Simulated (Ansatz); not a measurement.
This Ansatz (a program for electronic structure) input (CCSD(T)/cc-pCVTZ) gives -958.73154 Eh with 175 basis functions. A basis named .json is the Basis Set Exchange file of that set (core-valence sets with the plain set on hydrogen).

Ansatz 0.2 input:
```yaml
crystal:
  periodic: [false, false, false]
  atoms:
    - {symbol: C, position_ang: [-0.18304254, 0.00476490, 0.95552267]}
    - {symbol: Cl, position_ang: [0.02009756, 1.53307264, -0.21289176]}
    - {symbol: Cl, position_ang: [-0.00577673, -1.53459387, -0.20255081]}
    - {symbol: H, position_ang: [0.85480124, -0.00272854, 1.32938764]}
basis:
  gaussian:
    orbitals: cc-pCVTZ.json
total_charge: -1
magnetization: {spin_polarized: false}
correlation: {method: ccsd_t, frozen_orbitals: {C: 0, Cl: 1, H: 0}}
```

Change:
```diff
- orbitals: cc-pCVTZ.json
+ orbitals: cc-pV_T+d_Z.json
```

Problem. What does the run give now?

Solution. -958.29212 Eh (CCSD(T)/cc-pV(T+d)Z, 122 functions), a change of +439.42 mEh.
